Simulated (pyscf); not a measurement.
7 gas-phase steps of one pattern: four-centre exchange on the singlet surface, As–H + Ga–H or As–H + H–In or B–H + H–P or Ga–H + H–P or H–In + H–Sb broken and As–Ga + H–H or As–In + H–H or B–P + H–H or Ga–P + H–H or H–H + In–Sb formed. Single points on ωB97X-D3(BJ)/def2-SVP structures (PySCF, gas phase). Electronic energies in eV, from the separated reactants; ΔE‡ and ΔE at ωB97M-D3(BJ)/def2-TZVP. Rows were drawn at random from the steps of this pattern with a verified saddle, stable references and no exit in the data more than 5 kcal/mol lower.

```tsv
row	step	ΔE	ΔE‡
1	SbH₃ (SMILES [SbH3]) + InH₃ (SMILES [InH3]) -> H₂In–SbH₂ (SMILES [InH2][SbH2]) + H₂ (SMILES [H][H])	-0.61	0.92
2	H₂As–InH₂ (SMILES [AsH2][InH2]) + AsH₃ (SMILES [AsH3]) → H₂As–InH–AsH₂ (SMILES [AsH2][InH][AsH2]) + H₂ (SMILES [H][H])	-0.51	1.08
3	AsH₃ (SMILES [AsH3]) + InH₃ (SMILES [InH3]) -> H₂As–InH₂ (SMILES [AsH2][InH2]) + H₂ (SMILES [H][H])	-0.49	1.03
4	H₃Si–AsH₂ (SMILES [SiH3][AsH2]) + GaH₃ (SMILES [GaH3]) → H₃Si–AsH–GaH₂ (SMILES [SiH3][AsH][GaH2]) + H₂ (SMILES [H][H])	-0.49	0.78
5	H₂Ga–AsH₂ (SMILES [GaH2][AsH2]) + AsH₃ (SMILES [AsH3]) -> H₂As–GaH–AsH₂ (SMILES [AsH2][GaH][AsH2]) + H₂ (SMILES [H][H])	-0.41	0.98
6	PH₃ (SMILES P) + GaH₃ (SMILES [GaH3]) -> H₂P–GaH₂ (SMILES [PH2][GaH2]) + H₂ (SMILES [H][H])	-0.25	1.08
7	PH₃ (SMILES P) + BH₃ (SMILES B) → H₂B–PH₂ (SMILES BP) + H₂ (SMILES [H][H])	-0.12	?
```

Question: Fit ΔE‡ = a + b·ΔE to the other rows and predict row 7.

Answer: Over the 6 complete rows the means are -0.46 (ΔE) and 0.98 (ΔE‡); least squares gives b = 0.40 and a = 1.16 eV, with residuals of 0.10 eV (root mean square; largest 0.18, row 4). For row 7: 1.16 + 0.40 × (-0.12) = 1.11 eV, an extrapolation. The computed barrier is 0.35 eV, 0.76 under the line. The scatter is large against the spread of the barriers, so the line says little here. Each barrier is that of the saddle found. Elements up to Kr have no core potential and no relativistic terms here. Elements past Kr carry the def2 core potentials, without spin-orbit coupling.
